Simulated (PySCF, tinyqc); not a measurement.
Worked calculation: RHF in the sto-6g basis, for LiH, spin multiplicity 1. The lowest restricted solution is unstable here: a spin-polarised one lies 0.0893 hartree lower (PySCF). Computed by tinyqc, a small Python program that keeps every step (integrals from PySCF). Settings: charge = 0, multiplicity = 1, basis = sto-6g, energy threshold = 1e-08, iteration cap = 56, orthogonalisation = symmetric, start = Wolfsberg-Helmholz matrix, DIIS depth = 0, method = RHF. Command: `OMP_NUM_THREADS=1 python tinyqc.py 31548 31549 out.jsonl` (the two numbers bound the seeds that draw the settings). One thread of a shared host (Intel(R) Xeon(R) Processor @ 2.60GHz), about 0.07 s of CPU time with the checks. Later iterations appear only in the table of the cycle.

## One-electron integrals

Geometry (angstrom):
```
atom,x,y,z
Li,0.000000,0.000000,0.000000
H,0.000000,0.000000,3.127000
```

Basis sto-6g: exponents (1/bohr^2) and contraction coefficients of normalised primitives:
```
element,l (shell),exponent,coefficient
Li,s (1),167.175846,0.009164
Li,s (1),30.651508,0.049361
Li,s (1),8.575187,0.168538
Li,s (1),2.945808,0.370563
Li,s (1),1.143944,0.416492
Li,s (1),0.471139,0.130334
Li,s (2),6.597564,-0.013253
Li,s (2),1.305830,-0.046992
Li,s (2),0.405851,-0.033785
Li,s (2),0.156146,0.250242
Li,s (2),0.067814,0.595117
Li,s (2),0.031084,0.240706
Li,p (3),6.597564,0.003760
Li,p (3),1.305830,0.037679
Li,p (3),0.405851,0.173897
Li,p (3),0.156146,0.418036
Li,p (3),0.067814,0.425860
Li,p (3),0.031084,0.101708
H,s (1),35.523221,0.009164
H,s (1),6.513144,0.049361
H,s (1),1.822143,0.168538
H,s (1),0.625955,0.370563
H,s (1),0.243077,0.416492
H,s (1),0.100112,0.130334
```

Overlap, kinetic and nuclear-attraction integrals over the contracted functions; the nuclear repulsion is the sum of Za Zb / Rab.

nuclear repulsion = 0.50768520 hartree

overlap S, lower triangle:
```
,1Li 1s,1Li 2s,1Li 2px,1Li 2py,1Li 2pz,2H 1s
1Li 1s,1.000000
1Li 2s,0.235742,1.000000
1Li 2px,0.000000,0.000000,1.000000
1Li 2py,0.000000,0.000000,0.000000,1.000000
1Li 2pz,0.000000,0.000000,0.000000,0.000000,1.000000
2H 1s,0.002253,0.110962,0.000000,0.000000,0.172408,1.000000
```

kinetic energy T (hartree), lower triangle:
```
,1Li 1s,1Li 2s,1Li 2px,1Li 2py,1Li 2pz,2H 1s
1Li 1s,3.616742
1Li 2s,-0.110723,0.106524
1Li 2px,0.000000,0.000000,0.320007
1Li 2py,0.000000,0.000000,0.000000,0.320007
1Li 2pz,0.000000,0.000000,0.000000,0.000000,0.320007
2H 1s,-0.001149,-0.003036,0.000000,0.000000,0.003061,0.768522
```

nuclear attraction V (hartree), lower triangle:
```
,1Li 1s,1Li 2s,1Li 2px,1Li 2py,1Li 2pz,2H 1s
1Li 1s,-8.236373
1Li 2s,-0.868256,-1.368404
1Li 2px,0.000000,0.000000,-1.357929
1Li 2py,0.000000,0.000000,0.000000,-1.357929
1Li 2pz,-0.004457,-0.050125,0.000000,0.000000,-1.389192
2H 1s,-0.008327,-0.139353,0.000000,0.000000,-0.218496,-1.747245
```

core Hamiltonian H = T + V (hartree), lower triangle:
```
,1Li 1s,1Li 2s,1Li 2px,1Li 2py,1Li 2pz,2H 1s
1Li 1s,-4.619630
1Li 2s,-0.978979,-1.261881
1Li 2px,0.000000,0.000000,-1.037922
1Li 2py,0.000000,0.000000,0.000000,-1.037922
1Li 2pz,-0.004457,-0.050125,0.000000,0.000000,-1.069184
2H 1s,-0.009477,-0.142389,0.000000,0.000000,-0.215435,-0.978723
```

## Two-electron integrals

Functions are numbered as in S; the eight-fold symmetry (ij|kl) = (ji|kl) = (kl|ij) leaves the list below.

Two-electron integrals (ij|kl) in chemists' order, unique and non-zero (hartree):
```
i,j,k,l,(ij|kl)
1,1,1,1,1.681247
2,1,1,1,0.242603
2,1,2,1,0.044507
2,2,1,1,0.397190
2,2,2,1,0.090279
2,2,2,2,0.290625
3,1,3,1,0.009437
3,2,3,1,0.014261
3,2,3,2,0.064236
3,3,1,1,0.397190
3,3,2,1,0.090279
3,3,2,2,0.290625
3,3,3,3,0.313125
4,1,4,1,0.009437
4,2,4,1,0.014261
4,2,4,2,0.064236
4,3,4,3,0.016875
4,4,1,1,0.397190
4,4,2,1,0.090279
4,4,2,2,0.290625
4,4,3,3,0.279374
4,4,4,4,0.313125
5,1,5,1,0.009437
5,2,5,1,0.014261
5,2,5,2,0.064236
5,3,5,3,0.016875
5,4,5,4,0.016875
5,5,1,1,0.397190
5,5,2,1,0.090279
5,5,2,2,0.290625
5,5,3,3,0.279374
5,5,4,4,0.279374
5,5,5,5,0.313125
6,1,1,1,0.002201
6,1,2,1,0.000401
6,1,2,2,0.000844
6,1,3,3,0.000832
6,1,4,4,0.000832
6,1,5,1,0.000055
6,1,5,2,0.000119
6,1,5,5,0.000868
6,1,6,1,4.03e-06
6,2,1,1,0.024295
6,2,2,1,0.005698
6,2,2,2,0.022597
6,2,3,3,0.021335
6,2,4,4,0.021335
6,2,5,1,0.000764
6,2,5,2,0.006798
6,2,5,5,0.025122
6,2,6,1,0.000064
6,2,6,2,0.005127
6,3,3,1,0.000203
6,3,3,2,0.001362
6,3,5,3,0.000667
6,3,6,3,0.000158
6,4,4,1,0.000203
6,4,4,2,0.001362
6,4,5,4,0.000667
6,4,6,4,0.000158
6,5,1,1,0.036387
6,5,2,1,0.008557
6,5,2,2,0.034408
6,5,3,3,0.032313
6,5,4,4,0.032313
6,5,5,1,0.001203
6,5,5,2,0.010784
6,5,5,5,0.038597
6,5,6,1,0.000097
6,5,6,2,0.008225
6,5,6,5,0.013223
6,6,1,1,0.169228
6,6,2,1,0.039894
6,6,2,2,0.167855
6,6,3,3,0.157907
6,6,4,4,0.157907
6,6,5,1,0.004456
6,6,5,2,0.049271
6,6,5,5,0.187749
6,6,6,1,0.000440
6,6,6,2,0.054716
6,6,6,5,0.089220
6,6,6,6,0.774999
```

## Orthogonalisation

S = U s U^T; symmetric (Loewdin) form X = U s^(-1/2) U^T, so that X^T S X = 1.

eigenvalues of S: 0.725723  0.851306  1.000000  1.000000  1.146513  1.276458

X, lower triangle:
```
,1Li 1s,1Li 2s,1Li 2px,1Li 2py,1Li 2pz,2H 1s
1Li 1s,1.021899
1Li 2s,-0.123071,1.026866
1Li 2px,0.000000,0.000000,1.000000
1Li 2py,0.000000,0.000000,0.000000,1.000000
1Li 2pz,-0.001369,0.007689,0.000000,0.000000,1.011505
2H 1s,0.009357,-0.058877,0.000000,0.000000,-0.088573,1.016436
```

## Starting guess

The start is the generalised Wolfsberg-Helmholz matrix (K = 1.75) built on H; D = 2 C_occ C_occ^T.

D at the start, lower triangle:
```
,1Li 1s,1Li 2s,1Li 2px,1Li 2py,1Li 2pz,2H 1s
1Li 1s,1.978055
1Li 2s,0.018774,0.196915
1Li 2px,0.000000,0.000000,0.000000
1Li 2py,0.000000,0.000000,0.000000,0.000000
1Li 2pz,-0.113507,0.414205,0.000000,0.000000,0.883112
2H 1s,-0.100255,0.342699,0.000000,0.000000,0.731148,0.605354
```

## Iteration 1: building the Fock matrix

J_ij = sum D_kl (ij|kl), K_ij = sum D_kl (ik|jl); F = H + J - 0.5 K; E = tr D H + tr D J / 2 - 0.25 tr D K + E_nn.

Coulomb J (hartree), lower triangle:
```
,1Li 1s,1Li 2s,1Li 2px,1Li 2py,1Li 2pz,2H 1s
1Li 1s,3.935545
1Li 2s,0.619545,1.270180
1Li 2px,0.000000,0.000000,1.250298
1Li 2py,0.000000,0.000000,0.000000,1.250298
1Li 2pz,0.014641,0.100207,0.000000,0.000000,1.309946
2H 1s,0.005840,0.129014,0.000000,0.000000,0.200782,1.211929
```

exchange K (hartree), lower triangle:
```
,1Li 1s,1Li 2s,1Li 2px,1Li 2py,1Li 2pz,2H 1s
1Li 1s,3.351721
1Li 2s,0.518996,0.232774
1Li 2px,0.000000,0.000000,0.048717
1Li 2py,0.000000,0.000000,0.000000,0.048717
1Li 2pz,-0.001961,0.179537,0.000000,0.000000,0.379970
2H 1s,0.007049,0.161407,0.000000,0.000000,0.270384,0.656517
```

Fock matrix F (hartree), lower triangle:
```
,1Li 1s,1Li 2s,1Li 2px,1Li 2py,1Li 2pz,2H 1s
1Li 1s,-2.359946
1Li 2s,-0.618932,-0.108087
1Li 2px,0.000000,0.000000,0.188018
1Li 2py,0.000000,0.000000,0.000000,0.188018
1Li 2pz,0.011164,-0.039687,0.000000,0.000000,0.050777
2H 1s,-0.007161,-0.094078,0.000000,0.000000,-0.149845,-0.095052
```

total energy of this density = -7.71928467 hartree

## Iteration 1: diagonalisation and new density

Diagonalise F' = X^T F X, C = X C', fill 2 alpha and 2 beta electrons from the bottom; D = 2 C_occ C_occ^T. Each column has its largest component positive (the first on a tie).

F' = X^T F X (hartree), lower triangle:
```
,1,2,3,4,5,6
1,-2.310363
2,-0.349326,0.017154
3,0.000000,0.000000,0.188018
4,0.000000,0.000000,0.000000,0.188018
5,0.013104,-0.024963,0.000000,0.000000,0.077537
6,0.016974,-0.091347,0.000000,0.000000,-0.149955,-0.060031
```

orbital energies (hartree): MO1 -2.361705, MO2 -0.189632, MO3 0.093215, MO4 0.182417, MO5 0.188018, MO6 0.188018

coefficients C:
```
,MO1,MO2,MO3,MO4,MO5,MO6
1Li 1s,0.993184,-0.081582,-0.243380,-0.084908,0.000000,0.000000
1Li 2s,0.027388,0.307702,0.925645,0.347673,0.000000,0.000000
1Li 2px,0.000000,0.000000,0.000000,0.000000,0.972368,0.233455
1Li 2py,0.000000,0.000000,0.000000,0.000000,-0.233455,0.972368
1Li 2pz,-0.004064,0.422646,-0.425399,0.819413,0.000000,0.000000
2H 1s,-0.000762,0.755311,-0.128978,-0.676321,0.000000,0.000000
```

D after iteration 1, lower triangle:
```
,1Li 1s,1Li 2s,1Li 2px,1Li 2py,1Li 2pz,2H 1s
1Li 1s,1.986141
1Li 2s,0.004196,0.190861
1Li 2px,0.000000,0.000000,0.000000
1Li 2py,0.000000,0.000000,0.000000,0.000000
1Li 2pz,-0.077034,0.259875,0.000000,0.000000,0.357292
2H 1s,-0.124754,0.464780,0.000000,0.000000,0.638465,1.140991
```

Within a degenerate level the vectors are fixed only up to a rotation; this is one choice.

## Iteration 2: building the Fock matrix

As before.

Coulomb J (hartree), lower triangle:
```
,1Li 1s,1Li 2s,1Li 2px,1Li 2py,1Li 2pz,2H 1s
1Li 1s,3.820535
1Li 2s,0.593346,1.205192
1Li 2px,0.000000,0.000000,1.185977
1Li 2py,0.000000,0.000000,0.000000,1.185977
1Li 2pz,0.013275,0.107467,0.000000,0.000000,1.243622
2H 1s,0.005585,0.142687,0.000000,0.000000,0.224424,1.509430
```

exchange K (hartree), lower triangle:
```
,1Li 1s,1Li 2s,1Li 2px,1Li 2py,1Li 2pz,2H 1s
1Li 1s,3.352993
1Li 2s,0.506619,0.201690
1Li 2px,0.000000,0.000000,0.039399
1Li 2py,0.000000,0.000000,0.000000,0.039399
1Li 2pz,-0.003237,0.134465,0.000000,0.000000,0.217097
2H 1s,0.006476,0.193582,0.000000,0.000000,0.280640,1.058917
```

Fock matrix F (hartree), lower triangle:
```
,1Li 1s,1Li 2s,1Li 2px,1Li 2py,1Li 2pz,2H 1s
1Li 1s,-2.475592
1Li 2s,-0.638943,-0.157534
1Li 2px,0.000000,0.000000,0.128356
1Li 2py,0.000000,0.000000,0.000000,0.128356
1Li 2pz,0.010436,-0.009890,0.000000,0.000000,0.065889
2H 1s,-0.007130,-0.096493,0.000000,0.000000,-0.131330,0.001249
```

total energy of this density = -7.76390459 hartree

## Iteration 2: diagonalisation and new density

As before.

F' = X^T F X (hartree), lower triangle:
```
,1,2,3,4,5,6
1,-2.426819
2,-0.350003,-0.030597
3,0.000000,0.000000,0.128356
4,0.000000,0.000000,0.000000,0.128356
5,0.008738,0.005440,0.000000,0.000000,0.090902
6,0.018342,-0.099358,0.000000,0.000000,-0.142611,0.036689
```

orbital energies (hartree): MO1 -2.476939, MO2 -0.124611, MO3 0.039336, MO4 0.128356, MO5 0.128356, MO6 0.232390

coefficients C:
```
,MO1,MO2,MO3,MO4,MO5,MO6
1Li 1s,0.994164,-0.123083,-0.217692,0.000000,0.000000,0.092802
1Li 2s,0.023615,0.474331,0.837766,0.000000,0.000000,-0.381741
1Li 2px,0.000000,0.000000,0.000000,0.996713,-0.081013,0.000000
1Li 2py,0.000000,0.000000,0.000000,0.081013,0.996713,0.000000
1Li 2pz,-0.003917,0.417012,-0.550159,0.000000,0.000000,-0.744620
2H 1s,-0.000611,0.668797,-0.182216,0.000000,0.000000,0.751032
```

D after iteration 2, lower triangle:
```
,1Li 1s,1Li 2s,1Li 2px,1Li 2py,1Li 2pz,2H 1s
1Li 1s,2.007024
1Li 2s,-0.069809,0.451096
1Li 2px,0.000000,0.000000,0.000000
1Li 2py,0.000000,0.000000,0.000000,0.000000
1Li 2pz,-0.110443,0.395419,0.000000,0.000000,0.347829
2H 1s,-0.165849,0.634434,0.000000,0.000000,0.557798,0.894580
```

Within a degenerate level the vectors are fixed only up to a rotation; this is one choice.

## Iteration 3: building the Fock matrix

As before.

Coulomb J (hartree), lower triangle:
```
,1Li 1s,1Li 2s,1Li 2px,1Li 2py,1Li 2pz,2H 1s
1Li 1s,3.879833
1Li 2s,0.605153,1.233690
1Li 2px,0.000000,0.000000,1.216944
1Li 2py,0.000000,0.000000,0.000000,1.216944
1Li 2pz,0.015473,0.112344,0.000000,0.000000,1.267183
2H 1s,0.005709,0.136711,0.000000,0.000000,0.214014,1.375190
```

exchange K (hartree), lower triangle:
```
,1Li 1s,1Li 2s,1Li 2px,1Li 2py,1Li 2pz,2H 1s
1Li 1s,3.363633
1Li 2s,0.502364,0.269119
1Li 2px,0.000000,0.000000,0.054341
1Li 2py,0.000000,0.000000,0.000000,0.054341
1Li 2pz,-0.002869,0.180755,0.000000,0.000000,0.223011
2H 1s,0.005561,0.213765,0.000000,0.000000,0.258148,0.875507
```

Fock matrix F (hartree), lower triangle:
```
,1Li 1s,1Li 2s,1Li 2px,1Li 2py,1Li 2pz,2H 1s
1Li 1s,-2.421614
1Li 2s,-0.625008,-0.162750
1Li 2px,0.000000,0.000000,0.151852
1Li 2py,0.000000,0.000000,0.000000,0.151852
1Li 2pz,0.012450,-0.028159,0.000000,0.000000,0.086493
2H 1s,-0.006548,-0.112561,0.000000,0.000000,-0.130495,-0.041285
```

total energy of this density = -7.77866749 hartree

## Iteration 3: diagonalisation and new density

As before.

F' = X^T F X (hartree), lower triangle:
```
,1,2,3,4,5,6
1,-2.374003
2,-0.341522,-0.037290
3,0.000000,0.000000,0.151852
4,0.000000,0.000000,0.000000,0.151852
5,0.012921,-0.012488,0.000000,0.000000,0.111232
6,0.019803,-0.111536,0.000000,0.000000,-0.138849,-0.005533
```

orbital energies (hartree): MO1 -2.422952, MO2 -0.160851, MO3 0.059852, MO4 0.151852, MO5 0.151852, MO6 0.218356

coefficients C:
```
,MO1,MO2,MO3,MO4,MO5,MO6
1Li 1s,0.994152,-0.130112,-0.219106,0.000000,0.000000,-0.078993
1Li 2s,0.023651,0.501190,0.843911,0.000000,0.000000,0.330438
1Li 2px,0.000000,0.000000,0.000000,0.998533,0.054148,0.000000
1Li 2py,0.000000,0.000000,0.000000,-0.054148,0.998533,0.000000
1Li 2pz,-0.004605,0.351138,-0.500813,0.000000,0.000000,0.810503
2H 1s,-0.000542,0.692071,-0.282883,0.000000,0.000000,-0.696818
```

D after iteration 3, lower triangle:
```
,1Li 1s,1Li 2s,1Li 2px,1Li 2py,1Li 2pz,2H 1s
1Li 1s,2.010533
1Li 2s,-0.083396,0.503502
1Li 2px,0.000000,0.000000,0.000000
1Li 2py,0.000000,0.000000,0.000000,0.000000
1Li 2pz,-0.100530,0.351756,0.000000,0.000000,0.246638
2H 1s,-0.181172,0.693693,0.000000,0.000000,0.486030,0.957925
```

Within a degenerate level the vectors are fixed only up to a rotation; this is one choice.

## Iteration 16 (converged): orbitals

converged F (hartree), lower triangle:
```
,1Li 1s,1Li 2s,1Li 2px,1Li 2py,1Li 2pz,2H 1s
1Li 1s,-2.423090
1Li 2s,-0.622976,-0.187120
1Li 2px,0.000000,0.000000,0.147807
1Li 2py,0.000000,0.000000,0.000000,0.147807
1Li 2pz,0.010374,-0.024387,0.000000,0.000000,0.111963
2H 1s,-0.005600,-0.121370,0.000000,0.000000,-0.113940,-0.048637
```

As before.

F' = X^T F X (hartree), lower triangle:
```
,1,2,3,4,5,6
1,-2.376380
2,-0.336320,-0.062419
3,0.000000,0.000000,0.147807
4,0.000000,0.000000,0.000000,0.147807
5,0.010293,-0.008531,0.000000,0.000000,0.134343
6,0.021705,-0.119100,0.000000,0.000000,-0.123672,-0.014880
```

orbital energies (hartree): MO1 -2.424313, MO2 -0.167726, MO3 0.055057, MO4 0.147807, MO5 0.147807, MO6 0.217645

coefficients C:
```
,MO1,MO2,MO3,MO4,MO5,MO6
1Li 1s,0.994352,-0.150282,-0.207264,0.000000,0.000000,-0.072349
1Li 2s,0.022891,0.579518,0.803345,0.000000,0.000000,0.302319
1Li 2px,0.000000,0.000000,0.000000,0.992115,0.125334,0.000000
1Li 2py,0.000000,0.000000,0.000000,-0.125334,0.992115,0.000000
1Li 2pz,-0.003741,0.263246,-0.484461,0.000000,0.000000,0.852663
2H 1s,-0.000886,0.681405,-0.399492,0.000000,0.000000,-0.648564
```

D after iteration 16, lower triangle:
```
,1Li 1s,1Li 2s,1Li 2px,1Li 2py,1Li 2pz,2H 1s
1Li 1s,2.022642
1Li 2s,-0.128658,0.672731
1Li 2px,0.000000,0.000000,0.000000
1Li 2py,0.000000,0.000000,0.000000,0.000000
1Li 2pz,-0.086561,0.304941,0.000000,0.000000,0.138625
2H 1s,-0.206568,0.789732,0.000000,0.000000,0.358761,0.928626
```

Within a degenerate level the vectors are fixed only up to a rotation; this is one choice.

## Convergence

Stop when the energy changes by less than 1e-08 hartree and every element of the error matrix X^T (F D S - S D F) X is below 3e-05.

Course of the cycle:
```
iteration,E (hartree),change,largest element of the error matrix
1,-7.71928467,-,1.89e-01
2,-7.76390459,-4.46e-02,6.54e-02
3,-7.77866749,-1.48e-02,3.78e-02
4,-7.78308006,-4.41e-03,1.53e-02
5,-7.78499233,-1.91e-03,1.29e-02
6,-7.78566938,-6.77e-04,5.66e-03
7,-7.78590065,-2.31e-04,4.17e-03
8,-7.78597397,-7.33e-05,1.92e-03
9,-7.78599663,-2.27e-05,1.26e-03
10,-7.78600348,-6.85e-06,6.02e-04
11,-7.78600553,-2.05e-06,3.71e-04
12,-7.78600614,-6.10e-07,1.83e-04
13,-7.78600633,-1.81e-07,1.09e-04
14,-7.78600638,-5.37e-08,5.48e-05
15,-7.78600640,-1.59e-08,3.19e-05
16,-7.78600640,-4.70e-09,1.64e-05
```

PySCF RHF in the same basis = -7.78600640 hartree

Converged in 16 iterations.

## Populations, bond orders and dipole

Mulliken: Z minus the diagonal of D S on the atom; Loewdin: the same with S^(1/2) D S^(1/2); Mayer order: 2 sum_s sum (D(s) S)_ij (D(s) S)_ji over the two atoms.

Charges (e):
```
atom,Mulliken,Loewdin
1Li,0.077644,0.075851
2H,-0.077644,-0.075851
```

Mayer bond orders:
```
pair,order
2-1,0.993971
```

dipole moment about the origin, x y z (debye): 0.000000  0.000000  -5.240183
